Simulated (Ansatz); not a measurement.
Ideal-gas functions of FHSSi, SMILES `F[Si]S` at 400 K and 1 bar, from an Ansatz frequency run at PBE0-D4/def2-TZVP.

Molar mass 80.16 g/mol, point group Cs (symmetry number 1), electronic degeneracy 1, moments of inertia 24.588, 113.944, 138.532 u Å². Harmonic wavenumbers (cm⁻¹, unscaled): 256, 354, 499, 625, 837, 2697.

Use S(trans) = R[1.5 ln M + 2.5 ln T − 1.1517]; rotational temperatures θ = 24.2544 K / I; S(rot) = R[ln(√π/σ · √(T³/θAθBθC)) + 1.5]; for each mode x = 1.438777 ν̃/T, S = R[x/(eˣ − 1) − ln(1 − e⁻ˣ)] and H = RT x/(eˣ − 1); 1 cm⁻¹ = 0.0119627 kJ/mol; R = 8.31446 J/(mol·K).

By hand: the entropy, in J/(mol·K).

Translation 169.6. Rotation: θ = 0.9864, 0.2129, 0.1751 K, giving 105.7. Vibration, mode by mode: 9.29, 6.85, 4.48, 3.13, 1.72, 0.01, in all 25.5. Electronic 0.0. Sum 300.8 J/(mol·K).

By hand: H − E and G − E in kJ/mol, counted from the electronic energy.

Zero-point energy ½ × 5268 × 0.0119627 = 31.5; thermal vibration 6.3; translation, rotation and pV give 4 RT = 13.3. H − E = 51.1 kJ/mol, and G − E = 51.1 − 400 × 300.8/1000 = -69.2 kJ/mol.

Vibration gives 8 % of the entropy. The sum counts one conformer and one mirror image; others add a mixing term.
